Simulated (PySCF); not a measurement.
# C₂HNO: excited-state relaxation, vibronic structure

Wanted: excited-state relaxation, vibronic structure for C₂HNO (`N#CC=O`).

Programs: PySCF 2.14.0, with routines of our own; each step states its level. All values are computed. Atoms count from 0.

## 1. The system as given

5 atoms, charge 0, multiplicity 1; geometry from: GFN2-xTB.

## 2. Relaxing the molecule at B3LYP/6-31+G*

What the job is given:

```
{"job": {"xc": "B3LYP", "basis": "6-31+G*", "grid": 1, "kind": "geom"}, "charge": 0, "multiplicity": 1}
N      1.906751    -0.228252     0.569803
C      0.819149    -0.068477     0.251820
C     -0.557180     0.080282    -0.167948
O     -1.195267     1.089680    -0.104060
H     -0.964831    -0.870381    -0.566801
```

On the command line:

```console
$ OMP_NUM_THREADS=1 python excited_run.py task.json out
```

One launch serves the whole session: the jobs run in the order shown.

Log:

```text
step   0  E = -206.73960836  max force = 0.042704
step   1  E = -206.74139820  max force = 0.007298
step   2  E = -206.74127653  max force = 0.005359
step   3  E = -206.74144178  max force = 0.002251
step   4  E = -206.74144406  max force = 0.002286
step   5  E = -206.74145973  max force = 0.000707
step   6  E = -206.74146212  max force = 0.000181
optimisation converged
```

It took 6.4 s on 1 thread of Arm Neoverse V1, shared host; peak memory 0.33 GiB.

Along the way: (the energy doesn't fall at every step)

| step | energy from step 0 (eV) | largest force component (eV/Å) |
| --- | --- | --- |
| 0 | 0.0000 | 2.1959 |
| 1 | -0.0487 | 0.3753 |
| 2 | -0.0454 | 0.2756 |
| 3 | -0.0499 | 0.1158 |
| 4 | -0.0500 | 0.1176 |
| 5 | -0.0504 | 0.0364 |
| 6 | -0.0504 | 0.0093 |

Distances of close pairs at the start and the end, largest changes first:

| bond | before (Å) | after (Å) | change (Å) |
| --- | --- | --- | --- |
| C1–C2 | 1.447 | 1.472 | +0.026 |
| N0–C1 | 1.144 | 1.162 | +0.018 |
| C2–O3 | 1.196 | 1.209 | +0.013 |
| C2–H4 | 1.109 | 1.103 | -0.005 |

The next job starts from the end point, and lists it.

| at the end point | value |
| --- | --- |
| point group (found at 0.08 Å tolerance) | Cs |
| rotational constants (GHz, main isotopes) | 66.958, 4.977, 4.633 |
| dipole moment (D) | 2.50 |

## 3. Excited-state relaxation: TDA B3LYP/6-31+G*

What the job is given:

```
{"job": {"kind": "xopt", "state": "S1", "method": "TDA", "freq": true, "xc": "B3LYP", "basis": "6-31+G*", "grid": 1}, "charge": 0, "multiplicity": 1}
N      1.899539    -0.176294     0.584038
C      0.791940    -0.031199     0.262932
C     -0.612557     0.105736    -0.157125
O     -1.222245     1.144515    -0.053831
H     -1.059542    -0.814797    -0.569708
```

With the program's defaults for keys left out, this is: TDA B3LYP/6-31+G* excited-state geometry optimisation, gas phase.

Log:

```text
final grid: 23136 points
cycle   1  E = -206.5931032059  dE =  6.306e-01  |g| = 8.250e-01  |ddm| = 2.902e+00
cycle   2  E = -205.7990925993  dE =  7.940e-01  |g| = 2.132e+00  |ddm| = 3.070e+00
cycle   3  E = -206.7402249620  dE = -9.411e-01  |g| = 7.597e-02  |ddm| = 2.247e+00
cycle   4  E = -206.7402694642  dE = -4.450e-05  |g| = 7.257e-02  |ddm| = 1.097e-01
cycle   5  E = -206.7412044582  dE = -9.350e-04  |g| = 3.327e-02  |ddm| = 6.605e-02
cycle   6  E = -206.7414556739  dE = -2.512e-04  |g| = 5.441e-03  |ddm| = 2.627e-02
cycle   7  E = -206.7414615941  dE = -5.920e-06  |g| = 1.592e-03  |ddm| = 5.663e-03
cycle   8  E = -206.7414620899  dE = -4.957e-07  |g| = 3.586e-04  |ddm| = 1.621e-03
cycle   9  E = -206.7414621177  dE = -2.783e-08  |g| = 4.187e-05  |ddm| = 4.445e-04
cycle  10  E = -206.7414621182  dE = -4.388e-10  |g| = 4.297e-06  |ddm| = 5.890e-05
converged SCF energy = -206.7414621182

vertical S1 at the ground-state geometry: 3.7419 eV
step    E(state)/Eh    max force   excitation/eV  root
  0    -206.60182200   0.120544     3.7824      1
  1    -206.61301152   0.027010     2.9299      1
  2    -206.61660185   0.018259     2.9185      1
  3    -206.61862584   0.012236     2.9189      1
  4    -206.61957478   0.002673     2.8943      1
  5    -206.61960904   0.001080     2.8893      1
  6    -206.61961495   0.000200     2.8944      1
optimisation converged
vertical emission 2.8944 eV, adiabatic 3.3156 eV, Stokes shift 0.8475 eV, reorganisation 0.4263 (excited) and 0.4212 eV (ground)
zero-point change -0.0629 eV, 0-0 energy 3.2527 eV
frequencies of the excited state (cm-1): 223 396 528 546 977 1184 1479 2218 3078
```

Wall time 85 s (1 thread of Arm Neoverse V1, shared host); peak memory 0.37 GiB.

Key values:

| quantity | value |
| --- | --- |
| vertical absorption, S1 | 3.74 eV |
| adiabatic energy, S1 | 3.32 eV |
| vertical emission, S1 | 2.89 eV |
| Stokes shift, S1 | 0.85 eV |
| geometry moved (RMSD), S1 | 0.046 Å |

Bonds of the start that changed most:

| bond | start (Å) | end (Å) |
| --- | --- | --- |
| C2–O3 | 1.209 | 1.306 |
| C1–C2 | 1.472 | 1.387 |
| N0–C1 | 1.162 | 1.177 |
| C2–H4 | 1.103 | 1.097 |

Orbitals, density, ELF and potential are computed afterwards from the orbital file.

Frontier orbitals at B3LYP/6-31+G*, with the share of their density that lies nearest to each atom:

| orbital | energy (eV) | lies on |
| --- | --- | --- |
| HOMO | -9.01 | O3 83 %; H4 9 % |
| LUMO | -3.46 | O3 32 %; C2 31 %; N0 23 % |

ELF in a plane through or near 5 of the atoms.

Ten even steps from '0' (0.00) to '9' (1.00):
```
0000000000000000000000000000
0000000000000000000000000000
0000000000000000000000000000
0000000000000013442100000000
0000000000000025665310000000
0000012222210037888742000000
0000145543430027988864200000
0002588866764125843986400000
0014799868836745878886400000
0015899328533932366664200000
0015899538624927252000000000
0014789878846755985100000000
0001467655653269999700000000
0000023323320059999920000000
0000001111100049999810000000
0000000000000014675200000000
0000000000000001221000000000
0000000000000000000000000000
0000000000000000000000000000
0000000000000000000000000000
```
The map spans 9.3 Å across and 7.3 Å up, centred on the molecule. Atoms in the plane (x, y in Å): N0 (-2.0, 0.1), C1 (-0.9, 0.0), C2 (0.5, -0.1), O3 (1.3, 1.0), H4 (1.0, -1.0).

log10 of the density (e/Å³) in the same plane.

Values, 10 rows by 14 columns:
```
-4.0 -4.0 -4.0 -4.0 -4.0 -4.0 -4.0 -4.0 -3.8 -3.9 -4.0 -4.0 -4.0 -4.0
-4.0 -4.0 -4.0 -4.0 -3.8 -3.7 -3.5 -2.8 -2.4 -2.4 -3.0 -3.7 -4.0 -4.0
-4.0 -3.9 -3.2 -2.7 -2.5 -2.5 -2.5 -1.7 -1.1 -1.1 -1.7 -2.6 -3.8 -4.0
-4.0 -2.9 -2.1 -1.4 -1.2 -1.2 -1.4 -0.9  0.1  0.5 -0.7 -1.8 -3.2 -4.0
-3.6 -2.2 -1.2  0.0  0.4  0.2  0.0  0.0  0.4  0.5 -0.6 -1.7 -3.1 -4.0
-3.5 -2.2 -1.2  0.2  0.5  0.4  0.3  0.4  0.5 -0.5 -1.5 -2.3 -3.5 -4.0
-3.9 -2.7 -1.8 -1.0 -0.7 -0.6 -0.7 -0.4  0.2 -0.5 -2.0 -3.1 -4.0 -4.0
-4.0 -3.5 -2.8 -2.1 -1.9 -1.9 -1.9 -1.4 -0.9 -1.2 -2.4 -3.4 -4.0 -4.0
-4.0 -4.0 -3.9 -3.5 -3.2 -3.2 -3.1 -2.6 -2.3 -2.5 -3.2 -4.0 -4.0 -4.0
-4.0 -4.0 -4.0 -4.0 -4.0 -4.0 -4.0 -3.8 -3.6 -3.8 -4.0 -4.0 -4.0 -4.0
```
The map spans 9.3 Å across and 7.3 Å up, centred on the molecule. Atoms in the plane (x, y in Å): N0 (-2.0, 0.1), C1 (-0.9, 0.0), C2 (0.5, -0.1), O3 (1.3, 1.0), H4 (1.0, -1.0).

On the surface of density 0.002 e/bohr³ the electrostatic potential runs, from the 1st to the 99th percentile, from -1.08 V near O3 to 1.98 V near H4.

## 4. Excited-state relaxation: UKS B3LYP/6-31+G*

What the job is given:

```
{"job": {"kind": "xopt", "state": "T1", "method": "UKS", "freq": true, "xc": "B3LYP", "basis": "6-31+G*", "grid": 1}, "charge": 0, "multiplicity": 1}
N      1.899539    -0.176294     0.584038
C      0.791940    -0.031199     0.262932
C     -0.612557     0.105736    -0.157125
O     -1.222245     1.144515    -0.053831
H     -1.059542    -0.814797    -0.569708
```

With the program's defaults for keys left out, this is: UKS B3LYP/6-31+G* excited-state geometry optimisation, gas phase.

Log:

```text
final grid: 23136 points
cycle   1  E = -206.5931032059  dE =  6.306e-01  |g| = 8.250e-01  |ddm| = 2.902e+00
cycle   2  E = -205.7990925993  dE =  7.940e-01  |g| = 2.132e+00  |ddm| = 3.070e+00
cycle   3  E = -206.7402249620  dE = -9.411e-01  |g| = 7.597e-02  |ddm| = 2.247e+00
cycle   4  E = -206.7402694642  dE = -4.450e-05  |g| = 7.257e-02  |ddm| = 1.097e-01
cycle   5  E = -206.7412044582  dE = -9.350e-04  |g| = 3.327e-02  |ddm| = 6.605e-02
cycle   6  E = -206.7414556739  dE = -2.512e-04  |g| = 5.441e-03  |ddm| = 2.627e-02
cycle   7  E = -206.7414615941  dE = -5.920e-06  |g| = 1.592e-03  |ddm| = 5.663e-03
cycle   8  E = -206.7414620899  dE = -4.957e-07  |g| = 3.586e-04  |ddm| = 1.621e-03
cycle   9  E = -206.7414621177  dE = -2.783e-08  |g| = 4.187e-05  |ddm| = 4.445e-04
cycle  10  E = -206.7414621182  dE = -4.388e-10  |g| = 4.297e-06  |ddm| = 5.890e-05
converged SCF energy = -206.7414621182

vertical T1 at the ground-state geometry: 3.1529 eV
step    E(state)/Eh    max force   <S^2>
  0    -206.62371213   0.119041    2.0098
  1    -206.63701299   0.023405    2.0161
  2    -206.64108380   0.012945    2.0146
  3    -206.64211715   0.008906    2.0140
  4    -206.64302358   0.005632    2.0143
  5    -206.64322706   0.001001    2.0144
  6    -206.64323799   0.000745    2.0144
  7    -206.64324265   0.000639    2.0145
  8    -206.64324366   0.000250    2.0144
optimisation converged
vertical emission 2.1580 eV, adiabatic 2.6727 eV, Stokes shift 0.9949 eV, reorganisation 0.4802 (excited) and 0.5147 eV (ground)
zero-point change -0.0773 eV, 0-0 energy 2.5953 eV
frequencies of the excited state (cm-1): 221 361 418 536 984 1156 1386 2184 3152
```

Wall time 55 s (1 thread of Arm Neoverse V1, shared host); peak memory 0.37 GiB.

From this job:

| quantity | value |
| --- | --- |
| vertical gap at the ground-state geometry, T1 | 3.15 eV |
| adiabatic energy, T1 | 2.67 eV |
| vertical gap at the relaxed geometry, T1 | 2.16 eV |
| difference of the two gaps, T1 | 0.99 eV |
| geometry moved (RMSD), T1 | 0.058 Å |

Bonds of the start that changed most:

| bond | start (Å) | end (Å) |
| --- | --- | --- |
| C2–O3 | 1.209 | 1.326 |
| C1–C2 | 1.472 | 1.389 |
| N0–C1 | 1.162 | 1.176 |
| C2–H4 | 1.103 | 1.091 |

## 5. Excited-state relaxation: TDA B3LYP/6-31+G*

What the job is given:

```
{"job": {"kind": "xopt", "state": "T1", "method": "TDA", "xc": "B3LYP", "basis": "6-31+G*", "grid": 1}, "charge": 0, "multiplicity": 1}
N      1.899539    -0.176294     0.584038
C      0.791940    -0.031199     0.262932
C     -0.612557     0.105736    -0.157125
O     -1.222245     1.144515    -0.053831
H     -1.059542    -0.814797    -0.569708
```

With the program's defaults for keys left out, this is: TDA B3LYP/6-31+G* excited-state geometry optimisation, gas phase.

Log:

```text
final grid: 23136 points
cycle   1  E = -206.5931032059  dE =  6.306e-01  |g| = 8.250e-01  |ddm| = 2.902e+00
cycle   2  E = -205.7990925993  dE =  7.940e-01  |g| = 2.132e+00  |ddm| = 3.070e+00
cycle   3  E = -206.7402249620  dE = -9.411e-01  |g| = 7.597e-02  |ddm| = 2.247e+00
cycle   4  E = -206.7402694642  dE = -4.450e-05  |g| = 7.257e-02  |ddm| = 1.097e-01
cycle   5  E = -206.7412044582  dE = -9.350e-04  |g| = 3.327e-02  |ddm| = 6.605e-02
cycle   6  E = -206.7414556739  dE = -2.512e-04  |g| = 5.441e-03  |ddm| = 2.627e-02
cycle   7  E = -206.7414615941  dE = -5.920e-06  |g| = 1.592e-03  |ddm| = 5.663e-03
cycle   8  E = -206.7414620899  dE = -4.957e-07  |g| = 3.586e-04  |ddm| = 1.621e-03
cycle   9  E = -206.7414621177  dE = -2.783e-08  |g| = 4.187e-05  |ddm| = 4.445e-04
cycle  10  E = -206.7414621182  dE = -4.388e-10  |g| = 4.297e-06  |ddm| = 5.890e-05
converged SCF energy = -206.7414621182

vertical T1 at the ground-state geometry: 3.0946 eV
step    E(state)/Eh    max force   excitation/eV  root
  0    -206.62585736   0.123455     3.1284      1
  1    -206.63892944   0.028980     2.2074      1
  2    -206.64259981   0.012852     2.1967      1
  3    -206.64356625   0.010774     2.1521      1
  4    -206.64455669   0.005416     2.1724      1
  5    -206.64464676   0.000610     2.1864      1
  6    -206.64465295   0.000228     2.1833      1
optimisation converged
vertical emission 2.1833 eV, adiabatic 2.6343 eV, Stokes shift 0.9113 eV, reorganisation 0.4603 (excited) and 0.4510 eV (ground)
```

Wall time 14 s (1 thread of Arm Neoverse V1, shared host); peak memory 0.37 GiB.

From this job:

| quantity | value |
| --- | --- |
| vertical gap at the ground-state geometry, T1 | 3.09 eV |
| adiabatic energy, T1 | 2.63 eV |
| vertical gap at the relaxed geometry, T1 | 2.18 eV |
| difference of the two gaps, T1 | 0.91 eV |
| geometry moved (RMSD), T1 | 0.050 Å |

Bonds of the start that changed most:

| bond | start (Å) | end (Å) |
| --- | --- | --- |
| C2–O3 | 1.209 | 1.313 |
| C1–C2 | 1.472 | 1.388 |
| N0–C1 | 1.162 | 1.175 |
| C2–H4 | 1.103 | 1.091 |

## 6. Vibronic structure: TDA B3LYP/6-31+G*

What the job is given:

```
{"job": {"kind": "vib", "tda": true, "freq": true, "xc": "B3LYP", "basis": "6-31+G*", "grid": 1}, "charge": 0, "multiplicity": 1}
N      1.899539    -0.176294     0.584038
C      0.791940    -0.031199     0.262932
C     -0.612557     0.105736    -0.157125
O     -1.222245     1.144515    -0.053831
H     -1.059542    -0.814797    -0.569708
```

Level: TDA B3LYP/6-31+G* vertical-gradient vibronic structure (displaced harmonic oscillators, Condon), gas phase.

Log:

```text
final grid: 23136 points
cycle   1  E = -206.5931032059  dE =  6.306e-01  |g| = 8.250e-01  |ddm| = 2.902e+00
cycle   2  E = -205.7990925993  dE =  7.940e-01  |g| = 2.132e+00  |ddm| = 3.070e+00
cycle   3  E = -206.7402249620  dE = -9.411e-01  |g| = 7.597e-02  |ddm| = 2.247e+00
cycle   4  E = -206.7402694642  dE = -4.450e-05  |g| = 7.257e-02  |ddm| = 1.097e-01
cycle   5  E = -206.7412044582  dE = -9.350e-04  |g| = 3.327e-02  |ddm| = 6.605e-02
cycle   6  E = -206.7414556739  dE = -2.512e-04  |g| = 5.441e-03  |ddm| = 2.627e-02
cycle   7  E = -206.7414615941  dE = -5.920e-06  |g| = 1.592e-03  |ddm| = 5.663e-03
cycle   8  E = -206.7414620899  dE = -4.957e-07  |g| = 3.586e-04  |ddm| = 1.621e-03
cycle   9  E = -206.7414621177  dE = -2.783e-08  |g| = 4.187e-05  |ddm| = 4.445e-04
cycle  10  E = -206.7414621182  dE = -4.388e-10  |g| = 4.297e-06  |ddm| = 5.890e-05
converged SCF energy = -206.7414621182

Singlet excitations (eV, f): 3.742 (0.0004)  5.504 (0.0000)  6.502 (0.1111)  6.823 (0.0134)  7.123 (0.0051)  7.875 (0.0000)

State S1  3.7419 eV  f = 0.00045  H->L 0.99
  relaxed dipole 3.423 D, largest gradient of the excitation energy 0.1148 Eh/bohr
  mode    cm-1        S   lambda/meV  Raman
    7   1785.3    1.4222     314.8   1.000
    4    928.1    0.6163      70.9   0.117
    8   2334.4    0.1092      31.6   0.131
    3    623.3    0.1247       9.6   0.011
    6   1415.8    0.0500       8.8   0.022
    1    222.5    0.0332       0.9   0.000
  reorganisation energy 0.4377 eV, total S 2.358, 0-0 3.3042 eV
  absorption maximum 3.526 eV, width 0.472 eV

State S3  6.5021 eV  f = 0.11113  H-1->L 0.74, H-2->L+1 0.14
  relaxed dipole 2.205 D, largest gradient of the excitation energy 0.1544 Eh/bohr
  mode    cm-1        S   lambda/meV  Raman
    8   2334.4    0.8435     244.1   1.000
    1    222.5    2.5372      70.0   0.027
    7   1785.3    0.2997      66.3   0.208
    4    928.1    0.3842      44.2   0.072
    3    623.3    0.1248       9.6   0.011
    6   1415.8    0.0477       8.4   0.021
  reorganisation energy 0.4437 eV, total S 4.240, 0-0 6.0584 eV
  absorption maximum 6.408 eV, width 0.688 eV

State S4  6.8232 eV  f = 0.01337  H-3->L 0.99
  relaxed dipole 4.421 D, largest gradient of the excitation energy 0.0828 Eh/bohr
  mode    cm-1        S   lambda/meV  Raman
    7   1785.3    0.5502     121.8   1.000
    6   1415.8    0.1455      25.5   0.166
    1    222.5    0.6008      16.6   0.017
    9   3030.6    0.0067       2.5   0.035
    4    928.1    0.0096       1.1   0.005
    3    623.3    0.0067       0.5   0.001
  reorganisation energy 0.1681 eV, total S 1.320, 0-0 6.6551 eV
  absorption maximum 6.663 eV, width 0.274 eV

State T1  3.0946 eV  f = 0.00000  H->L 0.98
  relaxed dipole 3.569 D, largest gradient of the excitation energy 0.1176 Eh/bohr
  mode    cm-1        S   lambda/meV  Raman
    7   1785.3    1.5791     349.5   1.000
    4    928.1    0.5930      68.2   0.101
    8   2334.4    0.0972      28.1   0.105
    3    623.3    0.1800      13.9   0.014
    6   1415.8    0.0655      11.5   0.026
    9   3030.6    0.0081       3.1   0.015
    1    222.5    0.0458       1.3   0.000
  reorganisation energy 0.4756 eV, total S 2.569, 0-0 2.6190 eV
  absorption maximum 2.841 eV, width 0.682 eV
```

It took 4.3 s on 1 thread of Arm Neoverse V1, shared host; peak memory 0.38 GiB.

## 7. Summary of results

| quantity | value |
| --- | --- |
| point group | Cs |
| rotational constants (main isotopes) | 66.96, 4.98, 4.63 GHz |
| vertical absorption, S1 (step 3, TDA B3LYP/6-31+G*) | 3.74 eV |
| adiabatic energy, S1 (step 3, TDA B3LYP/6-31+G*) | 3.32 eV |
| vertical emission, S1 (step 3, TDA B3LYP/6-31+G*) | 2.89 eV |
| Stokes shift, S1 (step 3, TDA B3LYP/6-31+G*) | 0.85 eV |
| surface potential, 1st and 99th percentile | -1.08 V and 1.98 V |
| vertical gap at the ground-state geometry, T1 (step 4, UKS B3LYP/6-31+G*) | 3.15 eV |
| adiabatic energy, T1 (step 4, UKS B3LYP/6-31+G*) | 2.67 eV |
| vertical gap at the relaxed geometry, T1 (step 4, UKS B3LYP/6-31+G*) | 2.16 eV |
| difference of the two gaps, T1 (step 4, UKS B3LYP/6-31+G*) | 0.99 eV |
| vertical gap at the ground-state geometry, T1 (step 5, TDA B3LYP/6-31+G*) | 3.09 eV |
| adiabatic energy, T1 (step 5, TDA B3LYP/6-31+G*) | 2.63 eV |
| vertical gap at the relaxed geometry, T1 (step 5, TDA B3LYP/6-31+G*) | 2.18 eV |
| difference of the two gaps, T1 (step 5, TDA B3LYP/6-31+G*) | 0.91 eV |
| S1: vertical, reorganisation, 0-0, total S (step 6, TDA B3LYP/6-31+G*, modes from B3LYP/6-31+G*) | 3.74, 0.44, 3.30 eV; 2.4 |
| S3: vertical, reorganisation, 0-0, total S (step 6, TDA B3LYP/6-31+G*, modes from B3LYP/6-31+G*) | 6.50, 0.44, 6.06 eV; 4.2 |
| S4: vertical, reorganisation, 0-0, total S (step 6, TDA B3LYP/6-31+G*, modes from B3LYP/6-31+G*) | 6.82, 0.17, 6.66 eV; 1.3 |

In words: Over 6 steps the energy fell by 0.050 eV; of the close pairs, C1–C2 changed most, 1.447 to 1.472 Å. In step 3 (excited-state relaxation), among the bonds C2–O3 changes most, from 1.209 to 1.306 Å. At B3LYP/6-31+G*, counted by nearest atom on the grid, the HOMO lies on O3 83 %; H4 9 %, the LUMO on O3 32 %; C2 31 %. In step 4 (excited-state relaxation), among the bonds C2–O3 changes most, from 1.209 to 1.326 Å. Where no frequencies were run, the relaxed excited state may be a saddle. In step 5 (excited-state relaxation), among the bonds C2–O3 changes most, from 1.209 to 1.313 Å. The vibronic model keeps the ground-state modes and shifts them along the gradient alone, so it can miss much of the relaxation that a full optimisation finds. ΔSCF (UKS) and response values aren't on one footing and may follow different states, so their differences aren't method errors alone, and singlets and triplets from the two don't rank.
